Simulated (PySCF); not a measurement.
Neon: a sound run and one with changed settings

Sound run: Ne [Ne], Ne⁺ [He] 2s2 2p5. All numbers are calculated (PySCF 2.14, the non-relativistic Hamiltonian (point nucleus), in cc-pVDZ). The sound run starts from symmetry-adapted Hartree-Fock orbitals and uses a fine grid where one is needed.

Changed run: 6 angular points. This setting is unsound on purpose.

| species | method | sound run (hartree) | changed run (hartree) | converged |
| --- | --- | --- | --- | --- |
| Ne | UHF | -128.48878 | -128.48878 | yes |
| Ne | TPSS | -128.91094 | -128.91094 | yes |
| Ne | r2SCAN | -128.86676 | -128.86676 | yes |
| Ne⁺ | UHF | -127.76598 | -127.76598 | yes |
| Ne⁺ | TPSS | -128.13611 | -128.20547 | yes |
| Ne⁺ | r2SCAN | -128.08614 | -128.18681 | yes |

Ionisation energy of Ne:

```json
{"method": "UHF", "sound run (eV)": "19.668", "changed run (eV)": "19.668"}
{"method": "TPSS", "sound run (eV)": "21.084", "changed run (eV)": "19.197"}
{"method": "r2SCAN", "sound run (eV)": "21.242", "changed run (eV)": "18.502"}
```

A coarse angular grid integrates products of high-l functions wrongly, so density functionals can shift, and the SCF can exploit the error; Hartree-Fock and MP2 need no grid.

For comparison, NIST gives 21.565 eV between the lowest levels.
